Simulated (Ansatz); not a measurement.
**Worked example: the enthalpy of formation of C2H2O (oxirene)**

C2H2O has 5 atoms, charge 0, and is taken as a singlet. SMILES: `C1=CO1`. Geometry: relaxed at PBE0-D4/def2-TZVP.

Total energies at B2PLYP/aug-cc-pVDZ, 3 core orbitals frozen (Ansatz 0.2.0); the atoms run unrestricted:

```tsv
species	state	energy (Eh)
C2H2O	singlet	-152.351777
C	triplet	-37.818426
O	triplet	-75.023941
H	doublet	-0.498149
```

Harmonic wavenumbers at PBE0-D4/def2-TZVP, in cm⁻¹: 189, 552, 637, 912, 973, 1102, 1850, 3340, 3414.

Measured heats of formation of the gaseous atoms at 298.15 K, in kJ/mol: C 716.9, O 249.2, H 218.0. Spin-orbit lowering of the atoms at 298 K (mean of the ground term's levels less their thermal mean, from spectra), in kJ/mol: C 0.02, O 0.40. Take 1 Eh = 2625.50 kJ/mol, 1 cm⁻¹ = 0.0119627 kJ/mol, RT = 2.479 kJ/mol.

Problem. Work out the heat of formation of the gas at 298 K.

Solution. 
1. Electronic atomisation energy: 2 × (-37.818426) + (-75.023941) + 2 × (-0.498149) − (-152.351777) = 0.694686 Eh = 1823.9 kJ/mol.
2. Zero-point energy: half the sum of the wavenumbers, 6484.5 cm⁻¹ = 77.6 kJ/mol.
3. Thermal vibrational enthalpy, Σ hcν̃/(exp(hcν̃/kT) − 1): 2.7 kJ/mol. Translation, rotation and pV of a non-linear molecule: 4 RT = 9.9 kJ/mol.
4. The 5 free atoms carry 5/2 RT each: 31.0 kJ/mol.
5. Spin-orbit coupling lowers the free atoms by 2 × 0.02 + 0.40 = 0.4 kJ/mol.
6. Atomisation enthalpy at 298 K: 1823.9 − 0.4 − 77.6 − 2.7 − 9.9 + 31.0 = 1764.3 kJ/mol.
7. Sum of the atoms' heats of formation: 2119.0 kJ/mol. Heat of formation: 2119.0 − 1764.3 = +354.7 kJ/mol.

The tabulated value is +275.9 kJ/mol (Active Thermochemical Tables), so this level is off by +78.8 kJ/mol, or 4.3 % of the atomisation enthalpy. Anharmonicity and any spin-orbit splitting of the molecule are left out, and so is core correlation.
